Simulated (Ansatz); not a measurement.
# BH6NS: the cost of one run

Method: RKS BLYP-D4/def2-SVP, in Ansatz 0.2.0.

## Step 1: Starting point

Bond lengths: B1–N2 1.802 Å, B1–H3 1.163 Å, B1–H4 1.165 Å, B1–S6 2.204 Å, N2–H7 1.008 Å, N2–H8 1.008 Å, S6–H9 1.328 Å. Angles: B1–N2–H7 114.4°, B1–N2–H8 115.7°, H7–N2–H8 112.3°, N2–B1–H3 110.8°, N2–B1–H4 111.0°, N2–B1–S6 87.8°, H3–B1–H4 124.4°, H3–B1–S6 108.2°, H4–B1–S6 108.2°, B1–S6–H9 94.3°.

Structure file:

```xyz
9

B    -0.0498   -0.6978   -0.6455
N     0.9828    0.4827    0.2411
H     0.0783   -0.5773   -1.7951
H    -0.0862   -1.7211   -0.0905
H    -0.1870    1.0670    0.5173
S    -1.7986    0.4887   -0.0190
H     1.5788    1.0403   -0.3502
H     1.4730    0.1181    1.0429
H    -1.9913   -0.2007    1.0990
```

## Step 2: Pulling towards end A

Springs on the bonds that form and break draw the guess towards this end; the thresholds are loose.

The input, input.yaml:

```yaml
crystal:
  periodic: [false, false, false]
  atoms:
    - { symbol: B, position_ang: [-0.0498, -0.6978, -0.6455] }
    - { symbol: "N", position_ang: [0.9828, 0.4827, 0.2411] }
    - { symbol: H, position_ang: [0.0783, -0.5773, -1.7951] }
    - { symbol: H, position_ang: [-0.0862, -1.7211, -0.0905] }
    - { symbol: H, position_ang: [-0.187, 1.067, 0.5173] }
    - { symbol: S, position_ang: [-1.7986, 0.4887, -0.019] }
    - { symbol: H, position_ang: [1.5788, 1.0403, -0.3502] }
    - { symbol: H, position_ang: [1.473, 0.1181, 1.0429] }
    - { symbol: H, position_ang: [-1.9913, -0.2007, 1.099] }
basis:
  gaussian: { orbitals: def2-SVP }
hamiltonian:
  xc: blyp
  dispersion: d4
relax:
  f_tol: 0.15
  max_steps: 25
  restrain:
    - { distance: [0, 5], at: 3.19, k: 30.0 }
    - { distance: [4, 1], at: 2.32, k: 30.0 }
    - { distance: [0, 1], at: 1.55, k: 30.0 }
    - { distance: [4, 5], at: 1.36, k: 30.0 }
```

Launch:

```console
ansatz run input.yaml --threads 2 --pin off --max-ram 3072MiB --backend cpu --events-out ev --progress --plain --runs-dir out
```

What time and memory should one allow on 2 threads of Arm Neoverse V2, shared host?

About 8.8 s, with a peak of 0.14 GiB.
